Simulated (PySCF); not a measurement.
NMR data simulated for an unnamed compound:

$^{1}$H NMR (300 MHz, computed): δ 9.85 (d, 1H), 6.99 (m, 1H), 6.35 (m, 1H), 2.11 (d, 3H).

$^{13}$C{$^{1}$H} NMR (computed): δ 198.1 (CH), 164.5 (CH), 143.1 (CH), 22.6 (CH3).

Calculated, not measured (PySCF): NMR shieldings at B97-2/pcSseg-2/GIAO, geometry: PBE0-D3(BJ)/def2-TZVP. No solvent model, non-relativistic, one computed conformer, averaged over atoms made equivalent by symmetry, fast rotation or ring inversion.

References, each an isolated molecule treated in the same way: TMS for $^{1}$H, $^{13}$C.

Task: Which of these does the molecule contain: an N-methyl group, an aldehyde, a (CH3)2CH unit, a non-aromatic C=C double bond, a methoxy group?

Result: 
- An N-methyl group: no.
- An aldehyde: yes (δC 198.1; δH 9.85 (d)).
- A (CH3)2CH unit: no.
- A non-aromatic C=C double bond: yes.
- A methoxy group: no.

The data belong to 2-Butenal (SMILES C/C=C/C=O); they needn't prove each group on their own.

Carbon signals by region: 2 in the far downfield region (above 160 ppm), 1 in the sp2 and nitrile region (100–160 ppm), 1 below 50 ppm. Above 160 ppm: 198.1, aldehyde carbonyl carbon, 164.5, β carbon of a C=C–C=O unit.

Shifts are as computed. Against solution values, carbons near 30 ppm lie about +3 ppm off and those near 130 ppm about +7 ppm. Of 1211 compounds with measured shifts, 218 miss one by over three times the rms of a fit or turn the order of signals round; such compounds aren't used in these exercises. No couplings were computed; multiplicities are counted from neighbouring protons, with m where these are inequivalent, close in shift, in a saturated or five-membered ring or joined by F or P, and br s for small geminal =CH2 splittings.
